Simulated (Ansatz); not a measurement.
The same path of BFH4O (7 atoms, charge 0, multiplicity 1) was run twice with different band settings. Lost on the way: B1–H2, O5–H7. Made: H2–H7.

Method: Ansatz, RKS PBE-D4/cc-pVDZ.

Relaxed end points:

```xyz
7
Properties=species:S:1:pos:R:3
B 0.045 0.044 0.121
H 0.190 0.668 1.166
H 0.934 0.035 -0.721
F -1.257 0.023 -0.386
O 0.204 -1.596 0.739
H -0.060 -2.169 -0.014
H -0.534 -1.693 1.380
```

```xyz
7
Properties=species:S:1:pos:R:3
B -0.093 -0.305 -0.989
H 0.419 -0.847 3.400
H 0.658 0.634 -1.113
F -0.873 -0.702 -2.022
O -0.149 -0.959 0.202
H -0.794 -1.696 0.174
H 0.353 -0.812 2.633
```

Common settings: movable images 5; climbing image yes; spring 5.0 eV/Å²; optimiser quadratic models (default); start path through a guess of the saddle point; iteration limit 60; end points relaxed.

| run | force threshold |
| --- | --- |
| 1 | 0.03 eV/Å |
| 2 | 0.5 eV/Å |

**Question.** What does each run give, and how far can it be trusted?

**Answer.** Run 1: converged after 23 iterations, highest image 0.766 eV above the first end. Neighbouring images differ by up to 1.6 eV, so the band resolves the path poorly. A vibrational analysis at the climbing image gives one clearly imaginary mode, 1204i cm⁻¹: a first-order saddle point.
Run 2: converged after 20 iterations, highest image 0.770 eV above the first end. The threshold of 0.5 eV/Å is loose, so the images may lie well off the minimum-energy path. Neighbouring images differ by up to 1.5 eV, so the band resolves the path poorly. The order of the stationary point at the top wasn't checked.
The orbitals stay closed-shell, which can raise the energy where a bond breaks towards radicals; this wasn't checked here.
